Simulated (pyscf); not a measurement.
Single points on ωB97X-D3(BJ)/def2-SVP structures (PySCF, gas phase). MP2 and CC: frozen core, UHF for open shells. ΔMP2 is the change of the MP2 total energy from the triple- to the quadruple-zeta basis.

Problem. How much does it cost (ΔH, 298 K, CCSD(T)/def2-TZVPP + ΔMP2(QZVPP)) to split HS–GaH–SH (SMILES [SH][GaH][SH]) at its Ga–S bond into SH• + [HS–GaH]•?

Solution. Ga–S to SH• + [HS–GaH]•: 88.0 kcal/mol. The radicals are drawn with the spin at the cut bond; how far it spreads was not checked. Other isomers of [HS–GaH]• were not searched in full and may lie lower. The CCSD(T) − MP2 part came from Ansatz, without density fitting, on the same reference. The frozen core leaves the outer d or s,p core shells of the metals and heavy elements correlated in the MP2 and CC values, and def2-TZVPP describes them poorly, which can shift differences by a few kcal/mol. Left out: the spin-orbit lowering of SH. Elements up to Kr have no core potential and no relativistic terms here.
